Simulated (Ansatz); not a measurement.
A nudged elastic band was laid between two geometries of C$_{4}$H$_{7}$N (12 atoms, charge 0, multiplicity 1).

The calculation used RKS PBE0/def2-SVP (Ansatz).

- movable images: 5
- climbing image: yes
- spring: 5.0 eV/Å²
- optimiser: quadratic models (default)
- start path: through a guess of the saddle point
- force threshold: 0.05 eV/Å
- iteration limit: 60
- end points: relaxed

Image 0:

```xyz
12
Properties=species:S:1:pos:R:3
C -1.805 0.413 0.589
C -0.490 0.332 0.823
C 0.518 -0.156 -0.129
C 1.779 -0.397 0.293
N 0.077 -0.403 -1.420
H -2.492 0.793 1.349
H -2.247 0.077 -0.354
H -0.095 0.642 1.795
H 2.044 -0.268 1.343
H 2.554 -0.760 -0.387
H -0.578 0.282 -1.781
H 0.812 -0.607 -2.087
```

Image 6:

```xyz
12
Properties=species:S:1:pos:R:3
C -1.765 0.593 0.555
C -0.519 0.199 0.848
C 0.523 -0.133 -0.132
C 1.801 -0.300 0.275
N 0.123 -0.194 -1.459
H -2.487 0.818 1.343
H -2.099 0.733 -0.477
H -0.214 0.110 1.895
H 2.071 -0.150 1.320
H 2.601 -0.547 -0.428
H -0.781 -0.629 -1.608
H 0.823 -0.555 -2.097
```

Question: What changes between the two ends?

Answer: No bond is made or broken. The height of N5 over the plane of its neighbours goes from 0.28 to -0.29 Å. The two ends are copies of one structure, up to a mirror image or an exchange of like atoms. The height can change sign by an inversion or by a turn that exchanges like atoms.

Question: What energy profile does the band end with?

Answer: It converged. The highest image is number 3 of 0 to 6, 0.060 eV above the ends, which have the same energy within 2 meV. A vibrational analysis at the climbing image gives one clearly imaginary mode, 425i cm⁻¹: a first-order saddle point.

```
image  path coordinate (Å)  energy (eV)  height of N5 over the plane of its neighbours (Å)
    0                 0.00        0.000                                               0.28
    1                 0.24        0.006                                               0.28
    2                 0.48        0.025                                               0.21
    3                 0.73        0.060                                              -0.01
    4                 1.01        0.027                                              -0.23
    5                 1.29        0.007                                              -0.28
    6                 1.57        0.000                                              -0.29
```

Question: What is the geometry of the highest image?

Answer: 
```xyz
12
Properties=species:S:1:pos:R:3
C -1.786 0.495 0.571
C -0.490 0.277 0.823
C 0.539 -0.141 -0.138
C 1.800 -0.358 0.308
N 0.160 -0.291 -1.445
H -2.468 0.805 1.366
H -2.232 0.374 -0.421
H -0.120 0.414 1.844
H 2.038 -0.224 1.362
H 2.604 -0.671 -0.362
H -0.786 -0.117 -1.740
H 0.817 -0.618 -2.134
```

Question: What are the harmonic wavenumbers there?

Answer: 425i, 71, 301, 347, 441, 460, 550, 708, 755, 802, 843, 907, 985, 1017, 1047, 1097, 1300, 1382, 1428, 1470, 1611, 1690, 1739, 3167, 3183, 3204, 3265, 3293, 3680, 3809 cm⁻¹.

Run time: 89 s on 2 threads of AMD EPYC 7B13 (Zen 3) (shared host), peak memory 0.24 GiB.
